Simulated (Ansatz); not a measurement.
Relaxation of CH₄MgN (7 atoms, charge 0, multiplicity 2), to a largest force component of 0.015 eV/Å in at most 40 steps.

These are results of UKS B3LYP-D4/def2-SVP (Ansatz 0.2.0), not measurements.

```xyz
7
Properties=species:S:1:pos:R:3
N -0.256 -0.581 -0.735
C 0.407 -0.005 0.444
Mg -0.529 1.944 0.930
H -1.247 -0.731 -0.548
H -0.164 0.044 -1.534
H 1.477 0.078 0.192
H 0.311 -0.748 1.252
```

Where does it end, and by what steps?

The run converged. After 5 steps the energy has fallen by 0.067 eV; Mg3 moved furthest, 0.20 Å.

```json
{"step": "0", "energy less start (eV)": "0.0000", "largest force component (eV/Å)": "0.718", "accepted": "yes"}
{"step": "1", "energy less start (eV)": "-0.0489", "largest force component (eV/Å)": "0.460", "accepted": "yes"}
{"step": "2", "energy less start (eV)": "-0.0615", "largest force component (eV/Å)": "0.312", "accepted": "yes"}
{"step": "3", "energy less start (eV)": "-0.0664", "largest force component (eV/Å)": "0.119", "accepted": "yes"}
{"step": "4", "energy less start (eV)": "-0.0674", "largest force component (eV/Å)": "0.024", "accepted": "yes"}
{"step": "5", "energy less start (eV)": "-0.0675", "largest force component (eV/Å)": "0.013", "accepted": "yes"}
```

```xyz
7
Properties=species:S:1:pos:R:3
N -0.258 -0.607 -0.756
C 0.379 -0.028 0.395
Mg -0.440 2.020 1.090
H -1.246 -0.808 -0.614
H -0.165 -0.042 -1.598
H 1.451 0.148 0.207
H 0.278 -0.684 1.275
```

The run took 92 s on 1 thread of Intel(R) Xeon(R) Processor @ 2.50GHz (Skylake/Cascade Lake) (shared host), peak memory 0.16 GiB.
